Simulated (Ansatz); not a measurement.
# C3H4O2S: up Jacob's ladder to CCSD(T)

One table from this session's results is given with a row withheld; the runs are named, their logs left out.

Program: Ansatz 0.2.0, Gaussian basis. Level of theory: functionals in def2-TZVPP, the program's frozen cores in correlated methods. These are calculated values, not measurements.

Levels to be run: PBE-D4, r2SCAN-D4, PBE0-D4, B3LYP-D4, ωB97X-V, ωB97M-V, B2PLYP; CCSD(T)/def2-TZVPP; MP2/def2-QZVPP; extrapolation to the limit.

### The relaxed structure

An earlier PBE0-D4 in a triple-zeta def2 set relaxation fixed the geometry.

SMILES `OC1(O)C=CS1`, 10 atoms, charge 0, spin multiplicity 1.

Atoms are counted from 1 here; the program's logs count them from 0.

Bond lengths: O1–C2 1.376 Å, O1–H7 0.963 Å, C2–O3 1.352 Å, C2–C4 1.506 Å, C2–S6 1.970 Å, O3–H8 0.965 Å, C4–C5 1.330 Å, C4–H9 1.082 Å, C5–S6 1.760 Å, C5–H10 1.082 Å. Angles: C2–O1–H7 108.3°, O1–C2–O3 108.7°, O1–C2–C4 118.8°, O1–C2–S6 111.8°, O3–C2–C4 113.7°, O3–C2–S6 115.9°, C4–C2–S6 86.8°, C2–O3–H8 108.1°, C2–C4–C5 100.2°, C2–C4–H9 127.2°, C5–C4–H9 132.6°, C4–C5–S6 101.8°, C4–C5–H10 132.1°, S6–C5–H10 126.1°, C2–S6–C5 71.2°.

Geometry (Å):

```
atom     x (Å)     y (Å)     z (Å)
  O1   0.63591  -1.46206  -0.67048
  C2   0.04579  -0.55716   0.18206
  O3  -0.61755  -1.23667   1.14431
  C4  -0.74089   0.58502  -0.40370
  C5   0.02993   1.60811  -0.04676
  S6   1.33084   0.79553   0.81543
  H7   1.22543  -0.98102  -1.26135
  H8  -0.08659  -2.00400   1.38964
  H9  -1.67780   0.52684  -0.94247
 H10  -0.06196   2.67421  -0.20397
```

Set-up of the first run:

in.yaml

```yaml
crystal:
  periodic: [false, false, false]
  atoms:
    - {symbol: O, position_ang: [0.635906, -1.462057, -0.670484]}
    - {symbol: C, position_ang: [0.045786, -0.557160, 0.182059]}
    - {symbol: O, position_ang: [-0.617551, -1.236670, 1.144308]}
    - {symbol: C, position_ang: [-0.740891, 0.585019, -0.403700]}
    - {symbol: C, position_ang: [0.029932, 1.608112, -0.046757]}
    - {symbol: S, position_ang: [1.330837, 0.795533, 0.815434]}
    - {symbol: H, position_ang: [1.225428, -0.981024, -1.261347]}
    - {symbol: H, position_ang: [-0.086588, -2.004003, 1.389636]}
    - {symbol: H, position_ang: [-1.677797, 0.526839, -0.942473]}
    - {symbol: H, position_ang: [-0.061963, 2.674213, -0.203974]}
basis:
  gaussian: {orbitals: def2-TZVPP}
hamiltonian: {xc: pbe, dispersion: d4}
output: {forces: true, orbitals: {seedname: orbitals}}
```

Command:

```
> ansatz run in.yaml --threads 4 --pin off --events-out ev --progress --plain --max-ram 10444MiB
```

Among the steps run: PBE-D4 (GGA); r2SCAN-D4 (meta-GGA); PBE0-D4 (hybrid); B3LYP-D4 (hybrid); ωB97X-V (range-separated); ωB97M-V (range-separated); B2PLYP (double hybrid); CCSD(T) in def2-TZVPP; MP2 in def2-QZVPP.

One table of the session follows, with a row left open; its other results are not shown here.

| method | atomisation energy (kJ/mol) |
| --- | --- |
| PBE-D4 | 4288.1 |
| r2SCAN-D4 | 4131.3 |
| PBE0-D4 | 4146.1 |
| B3LYP-D4 | 4080.3 |
| ωB97X-V | 4105.2 |
| ωB97M-V | 4120.4 |
| B2PLYP | 4043.4 |
| HF/def2-TZVPP | 2725.7 |
| MP2/def2-TZVPP | 4111.5 |
| CCSD/def2-TZVPP | 3868.0 |
| CCSD(T)/def2-TZVPP | 3968.6 |
| MP2/CBS | ? |
| CCSD(T)/CBS | 4099.3 |

**Question.** Estimate the row for MP2/CBS.

As computed: atomisation energy (kJ/mol): 4242.2. In the column «atomisation energy (kJ/mol)» it lies between PBE0-D4 (4146.1) and PBE-D4 (4288.1).

Limits of these values: Free atoms (2 O, 3 C, 1 S, 4 H) were run apart at each level; the atomisation energy is their sum less the molecule, without zero-point or spin-orbit terms.
